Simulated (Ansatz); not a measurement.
Species: H₂N, SMILES `[NH2]` (charge 0, multiplicity 2), formula H2N.

Question: How many basis functions does frozen-core CCSD(T)/cc-pVTZ // PBE0-D3(BJ)/def2-TZVP in Ansatz (a program for electronic structure) use, how many core orbitals are frozen, and how many electrons are correlated?

Answer: 58 basis functions and 1 frozen orbitals, which leaves 7 correlated electrons. Core time is of the order of seconds.
